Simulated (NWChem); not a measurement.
Species: hydrogen cyanide (CHN); SMILES C#N

Computed with NWChem. Each level has its own optimisation; frequencies are unscaled.

For level PBE0/def2-SVP:

```
Property                           Result
---------------------------------  ------
highest harmonic frequency (cm⁻¹)    3474
lowest (cm⁻¹)                         772
```

**Question.** How do the values read with level LDA (Slater exchange, VWN5)/def2-SVP instead?

**Answer.** 
* **highest harmonic frequency (cm⁻¹)**: 3372
* **lowest (cm⁻¹)**: 739
